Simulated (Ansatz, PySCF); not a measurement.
This PySCF input computes a BLYP/def2-TZVPD energy:

```python
from pyscf import gto, scf, dft

mol = gto.M(
    atom='''
    Si    0.31425610    0.31069420    0.31162611
    Cl   -0.87062198   -0.88173458    1.49949506
    Cl    1.49211569   -0.87627774   -0.88862368
    Cl   -0.88029285    1.50214651   -0.86750464
    ''',
    basis='def2-tzvpd',
    charge=0,
    spin=1,
    verbose=4,
)

mf = dft.UKS(mol, xc='blyp').density_fit(auxbasis='def2-universal-jkfit')
mf.grids.level = 3
mf.conv_tol = 1e-9
mf.max_cycle = 100
mf.max_memory = 1500
mf.kernel()
if not mf.converged:
    mf = mf.newton()
    mf.kernel(mf.make_rdm1())
for _ in range(2):
    mo, _, stable, _ = mf.stability(return_status=True)
    if stable:
        break
    mf.kernel(mf.make_rdm1(mo, mf.mo_occ))
mf.analyze()
```

Task: Write an input for the same energy in Ansatz (a first-principles code) and say what it gives.

Result: 
Ansatz 0.2 input:
```yaml
crystal:
  periodic: [false, false, false]
  atoms:
    - {symbol: Si, position_ang: [0.31425610, 0.31069420, 0.31162611]}
    - {symbol: Cl, position_ang: [-0.87062198, -0.88173458, 1.49949506]}
    - {symbol: Cl, position_ang: [1.49211569, -0.87627774, -0.88862368]}
    - {symbol: Cl, position_ang: [-0.88029285, 1.50214651, -0.86750464]}
basis:
  gaussian:
    orbitals: def2-TZVPD
hamiltonian:
  xc: {name: BLYP}
magnetization: {spin_polarized: true, initial_magnetization: 1}
output: {forces: true}
```
It gives -1670.24760 Eh, and PySCF -1670.24764 Eh, a difference of 0.04 mEh, from the treatment of integrals and grids.

It need not be the lowest isomer of its formula.
